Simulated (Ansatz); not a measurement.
We consider fcc Ir, described by r²SCAN (Ansatz, an electronic-structure program, plane waves, PAW).

Settings: plane-wave cutoff 600 eV, 20×20×20 k mesh, Fermi–Dirac smearing 0.1 eV, finite displacements, no spin polarisation, scalar-relativistic PAW data made under PBE.

Computed at the level's own relaxed cell.

```xyz
1
Lattice="0.0000 1.9222 1.9222 1.9222 0.0000 1.9222 1.9222 1.9222 0.0000" Properties=species:S:1:pos:R:3 pbc="T T T"
Ir     0.0000     0.0000     0.0000
```

Harmonic phonon frequencies (cm⁻¹; i marks an imaginary mode):

```json
[
 {"q point": "X", "frequencies": "144 144 190"},
 {"q point": "L", "frequencies": "115 115 197"}
]
```

No imaginary mode appears at these points.
